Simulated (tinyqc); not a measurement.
RHF in the sto-6g basis, for H2O, spin multiplicity 1, step by step. One step of it, computed by the program tinyqc.

Task: Iteration 2: diagonalisation and new density. Diagonalise F' = X^T F X, C = X C', fill 5 alpha and 5 beta electrons from the bottom; D = 2 C_occ C_occ^T. Each column has its largest component positive (the first on a tie).

Fock matrix F (hartree), order 1O 1s, 1O 2s, 1O 2px, 1O 2py, 1O 2pz, 2H 1s, 3H 1s:
$$\begin{pmatrix}
-19.212891 & -4.708544 & 0.003010 & -0.001298 & -0.013430 & -0.604476 & -0.604649 \\
-4.708544 & -1.687186 & 0.003786 & 0.001353 & -0.151703 & -0.486405 & -0.483221 \\
0.003010 & 0.003786 & 0.292838 & -0.003541 & -0.006494 & 0.025554 & 0.024598 \\
-0.001298 & 0.001353 & -0.003541 & 0.213191 & 0.003763 & -0.190061 & 0.166997 \\
-0.013430 & -0.151703 & -0.006494 & 0.003763 & 0.232270 & -0.198858 & -0.198947 \\
-0.604476 & -0.486405 & 0.025554 & -0.190061 & -0.198858 & -0.148332 & -0.150026 \\
-0.604649 & -0.483221 & 0.024598 & 0.166997 & -0.198947 & -0.150026 & -0.143098
\end{pmatrix}$$

X, order 1O 1s, 1O 2s, 1O 2px, 1O 2py, 1O 2pz, 2H 1s, 3H 1s:
$$\begin{pmatrix}
1.021940 & -0.128537 & 0.000000 & 0.000000 & -0.005237 & 0.014770 & 0.014770 \\
-0.128537 & 1.106241 & 0.000000 & 0.000000 & 0.050253 & -0.172126 & -0.172126 \\
0.000000 & 0.000000 & 1.000000 & 0.000000 & 0.000000 & 0.000000 & 0.000000 \\
0.000000 & 0.000000 & 0.000000 & 1.044635 & 0.000000 & -0.132832 & 0.132832 \\
-0.005237 & 0.050253 & 0.000000 & 0.000000 & 1.029577 & -0.101688 & -0.101688 \\
0.014770 & -0.172126 & 0.000000 & -0.132832 & -0.101688 & 1.084076 & -0.052111 \\
0.014770 & -0.172126 & 0.000000 & 0.132832 & -0.101688 & -0.052111 & 1.084076
\end{pmatrix}$$

Give: F' = X^T F X; orbital energies; coefficients C; D after iteration 2.

Result:

F' = X^T F X (hartree):
$$\begin{pmatrix}
-18.889 & -2.458 & 0.003 & -0.002 & -0.020 & -0.064 & -0.065 \\
-2.458 & -0.754 & -0.005 & 0.006 & -0.046 & -0.272 & -0.268 \\
0.003 & -0.005 & 0.293 & -0.004 & -0.012 & 0.027 & 0.025 \\
-0.002 & 0.006 & -0.004 & 0.332 & 0.007 & -0.261 & 0.236 \\
-0.020 & -0.046 & -0.012 & 0.007 & 0.314 & -0.211 & -0.209 \\
-0.064 & -0.272 & 0.027 & -0.261 & -0.211 & 0.066 & -0.055 \\
-0.065 & -0.268 & 0.025 & 0.236 & -0.209 & -0.055 & 0.065
\end{pmatrix}$$

orbital energies (hartree): MO1 -19.217, MO2 -0.672, MO3 -0.141, MO4 0.042, MO5 0.290, MO6 0.527, MO7 0.597

coefficients C, order 1O 1s, 1O 2s, 1O 2px, 1O 2py, 1O 2pz, 2H 1s, 3H 1s:
$$\begin{pmatrix}
0.996 & -0.211 & 0.006 & -0.144 & 0.000 & -0.061 & -0.016 \\
0.017 & 0.801 & -0.030 & 0.710 & 0.010 & 0.382 & 0.099 \\
0.000 & -0.013 & 0.001 & 0.074 & 0.988 & -0.127 & -0.037 \\
0.000 & 0.004 & 0.473 & -0.004 & 0.008 & -0.206 & 0.928 \\
0.002 & 0.166 & 0.000 & -0.484 & 0.158 & 0.872 & 0.189 \\
-0.003 & 0.227 & 0.583 & -0.454 & -0.039 & -0.387 & -0.698 \\
-0.003 & 0.220 & -0.546 & -0.504 & -0.028 & -0.662 & 0.441
\end{pmatrix}$$

D after iteration 2, order 1O 1s, 1O 2s, 1O 2px, 1O 2py, 1O 2pz, 2H 1s, 3H 1s:
$$\begin{pmatrix}
2.115 & -0.508 & -0.017 & 0.005 & 0.072 & 0.036 & 0.040 \\
-0.508 & 2.293 & 0.105 & -0.027 & -0.417 & -0.316 & -0.332 \\
-0.017 & 0.105 & 1.965 & 0.016 & 0.236 & -0.150 & -0.137 \\
0.005 & -0.027 & 0.016 & 0.448 & 0.007 & 0.556 & -0.512 \\
0.072 & -0.417 & 0.236 & 0.007 & 0.573 & 0.502 & 0.552 \\
0.036 & -0.316 & -0.150 & 0.556 & 0.502 & 1.198 & -0.077 \\
0.040 & -0.332 & -0.137 & -0.512 & 0.552 & -0.077 & 1.204
\end{pmatrix}$$
